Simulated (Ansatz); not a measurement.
Basis-set extrapolation for `F/C=C1\CCS1` (PBE0-D4/def2-TZVP geometry, frozen core, the Gaussian-basis code of Ansatz). Multiplicity 1, RHF reference.

```tsv
	def2-TZVPP	def2-QZVPP
HF	-651.407807	-651.430004
MP2 correlation	-1.066617	-1.147494
CCSD(T) correlation	-1.155981	not run
```

Energies in hartree. Use E(X) = E(∞) + A·exp(−7.88·√X) for Hartree–Fock and E(X) = E(∞) + B·X^(−2.97) for correlation, with X = 3 and 4, and add CCSD(T) minus MP2 of the smaller set to the MP2 limit.

Q: What is the CCSD(T) energy at the basis-set limit?

A: HF limit: -651.430004 + (-0.022197) × 0.13774 = -651.43306. MP2 limit: -1.147494 + (-0.080877) × 0.74074 = -1.20740. Higher-order term: -1.155981 − (-1.066617) = -0.08936. Total: -652.72982 hartree, 104.2 kcal/mol below CCSD(T)/def2-TZVPP.
